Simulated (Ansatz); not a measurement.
Input for Ansatz (development build ahead of 0.2.0):

```yaml
crystal:
  periodic: [false, false, false]
  atoms:
    - { symbol: F, position_ang: [0.71, 0.0, 3.3] }
    - { symbol: F, position_ang: [-0.71, 0.0, 3.3] }
    - { symbol: F, position_ang: [0.71, 0.0, 0.0] }
    - { symbol: F, position_ang: [-0.71, 0.0, 0.0] }
basis:
  gaussian: { orbitals: cc-pVDZ }
hamiltonian:
  xc: hf
```

The input is written out in the form of the current development build from the run's settings.

Output:

```yaml
Converged: yes
Total_energy: -397.36977 hartree
Spin_squared_of_the_determinant: 0.000
```
